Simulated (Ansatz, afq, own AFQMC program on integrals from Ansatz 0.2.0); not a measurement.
## CO, singlet: AFQMC among the cluster methods

```xyz
2

O     0.0000    0.0000    0.0000
C     0.0000    0.0000    2.0400
```

Basis 6-31G. Only valence electrons are correlated. AFQMC by an in-house program on the Cholesky factors that Ansatz 0.2.0 writes for its CCSD(T) run. The CISD trial takes its coefficients from CCSD amplitudes. Released means that phaseless walkers are propagated on without the constraint, phases kept. Uncertainties: one standard error, sampling alone.

Determinant: RHF, the one that the program's search chose, which needn't be the lowest solution. The geometry is a point of a scan.

Full CI on the same integrals is exact in this basis and with this determinant's frozen core.

Cautions: restricted determinant unstable towards unrestricted (UHF 5.89 eV lower, ⟨S²⟩ 1.95); the search met a lower determinant of the same kind, perhaps of another symmetry (1.81 eV lower), and this one is a saddle point; strong correlation (T1 0.088, weight of the determinant 0.63, largest double 0.47); (T) is large, 10 % of the CCSD correlation; (Q) is large, 960 meV, so the cluster series hasn't closed; CCSD(T) is in doubt: in a space of 8 electrons in 8 natural orbitals full CI lies 465 meV below it; CCSDT(Q) is in doubt: in a space of 8 electrons in 8 natural orbitals full CI lies 558 meV above it; the CCSDTQ amplitudes may be one of several solutions (largest double 0.41); the released energies are still falling, so no released level is given (meV from the phaseless value at times in 1/Eh: -21 ± 8 at 0.24, -60 ± 9 at 0.51, -129 ± 13 at 0.99, -181 ± 20 at 1.62, -246 ± 40 at 2.40).

```
T1 diagnostic                               : 0.0881
weight of the determinant in the CISD state : 0.629
size of the correlated space                : 10 electrons in 16 orbitals
```

```
  level  correlation energy (eV)
    MP2                 -10.7850
   CCSD                  -9.3386
CCSD(T)                 -10.2447
```

Task: Estimate where full CI lies against CCSD(T) on the same integrals.

Result: 15.24 mEh below CCSD(T).

Reference: full CI, correlation energy -10.659 eV. The cautions show a poor starting determinant, so the rows tell how each method copes with it here, and full CI is the sure value.

```csv
level,E − E(reference) (mEh),share of correlation (%)
CCSD(T),15.24,96.11
CCSDT,8.08,97.94
CCSDT(Q),-27.19,106.94
CCSDTQ,0.63,99.84
ph-AFQMC/CISD,12.59 ± 0.38,96.79
```

CCSDT and higher add their correlation energy to the determinant of the CCSD(T) run, since their own runs factorise the integrals more tightly (a shift of under 2 meV).
